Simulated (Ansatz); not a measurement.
**Tin, alpha-Sn (diamond): convergence with cold smearing**

Computed with Ansatz, r²SCAN, scalar-relativistic PAW, on the relaxed cell (a = 6.568 Å; spin not included). Errors count from a run at 500 eV on a Γ-centred 14×14×14 mesh with Fermi-Dirac smearing of 0.1 eV, extrapolated to zero width. Fixed here: cutoff 500 eV, mesh 8×8×8. The SCF starts from atomic densities corrected by a trained network.

```
width (eV)  E(σ→0) error (meV/atom)  F error (meV/atom)  P (GPa)  SCF iterations
      0.01                      4.0                 4.0    -0.04               6
      0.03                      4.0                 4.0    -0.04               6
       0.1                      3.9                 3.9    -0.03               6
       0.2                      4.0                 4.4    -0.04               6
       0.6                      1.1                10.4    -0.13               7
       1.0                      3.7                47.4    -0.48               7
```

What does the run at 0.3 give (width)?

E(σ→0) error (meV/atom): 4.4; F error (meV/atom): 4.8; P (GPa): -0.01; SCF iterations: 6.
